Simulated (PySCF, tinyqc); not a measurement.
Inside a calculation. Method: coupled-perturbed Hartree-Fock on RHF in the sto-6g basis, for HF, spin multiplicity 1. The lowest restricted solution is unstable here: a spin-polarised one lies 0.0000 hartree lower (PySCF). One step of it, computed by the program tinyqc.

Problem. Coupled step 2. U_ai = -(mu_ai + sum_bj [4 (ai|bj) - (ab|ij) - (aj|bi)] U_bj) / (e_a - e_i); alpha = -4 sum U_ai mu_ai.

U after step 1, order a6:
$$\begin{pmatrix}
0.000297 & 0.081912 & -1.292142 & 0.000000 & 0.000000
\end{pmatrix}$$

dipole integrals <a|z|i> (bohr), order a6:
$$\begin{pmatrix}
-0.041026 & -0.047741 & 1.165717 & 0.000000 & 0.000000
\end{pmatrix}$$

orbital energies (hartree): MO1 -26.261164, MO2 -1.432266, MO3 -0.503796, MO4 -0.471764, MO5 -0.471764, MO6 0.375379

Two-electron integrals over orbitals (pq|rs), unique and non-zero (hartree):
```
(11|11) 5.382312    (21|11) -0.533206   (21|21) 0.085146    (22|11) 1.249666
(22|21) -0.023959   (22|22) 0.874480    (31|11) 0.108973    (31|21) -0.016835
(31|22) 0.007254    (31|31) 0.018599    (32|11) -0.125911   (32|21) 0.005767
(32|22) -0.044336   (32|31) 0.020623    (32|32) 0.138210    (33|11) 0.904435
(33|21) -0.008341   (33|22) 0.702850    (33|31) -0.002626   (33|32) -0.017940
(33|33) 0.687792    (41|41) 0.030356    (42|41) 0.039967    (42|42) 0.189015
(43|41) -0.007378   (43|42) -0.029144   (43|43) 0.036604    (44|11) 1.265986
(44|21) -0.014163   (44|22) 0.896085    (44|31) 0.002780    (44|32) -0.067366
(44|33) 0.689158    (44|44) 0.998085    (51|51) 0.030356    (52|51) 0.039967
(52|52) 0.189015    (53|51) -0.007378   (53|52) -0.029144   (53|53) 0.036604
(54|54) 0.053789    (55|11) 1.265986    (55|21) -0.014163   (55|22) 0.896085
(55|31) 0.002780    (55|32) -0.067366   (55|33) 0.689158    (55|44) 0.890506
(55|55) 0.998085    (61|11) 0.117078    (61|21) -0.019582   (61|22) 0.002887
(61|31) -0.012097   (61|32) -0.023508   (61|33) 0.006277    (61|44) 0.003001
(61|55) 0.003001    (61|61) 0.021215    (62|11) -0.168806   (62|21) 0.004687
(62|22) -0.091384   (62|31) -0.020029   (62|32) -0.074065   (62|33) -0.024412
(62|44) -0.089702   (62|55) -0.089702   (62|61) 0.018482    (62|62) 0.091274
(63|11) -0.414132   (63|21) 0.006458    (63|22) -0.230527   (63|31) 0.001645
(63|32) 0.082005    (63|33) -0.097858   (63|44) -0.240408   (63|55) -0.240408
(63|61) -0.004628   (63|62) 0.039195    (63|63) 0.225441    (64|41) -0.007352
(64|42) -0.029820   (64|43) -0.021671   (64|64) 0.029004    (65|51) -0.007352
(65|52) -0.029820   (65|53) -0.021671   (65|65) 0.029004    (66|11) 0.843904
(66|21) -0.008603   (66|22) 0.643460    (66|31) 0.010720    (66|32) 0.049207
(66|33) 0.652593    (66|44) 0.625813    (66|55) 0.625813    (66|61) -0.007545
(66|62) -0.055708   (66|63) -0.022202   (66|66) 0.682161
```

Give: U after step 2; polarisability.

Solution.

U after step 2, order a6:
$$\begin{pmatrix}
0.000 & 0.092 & -1.297 & 0.000 & 0.000
\end{pmatrix}$$

polarisability = 6.067 bohr^3
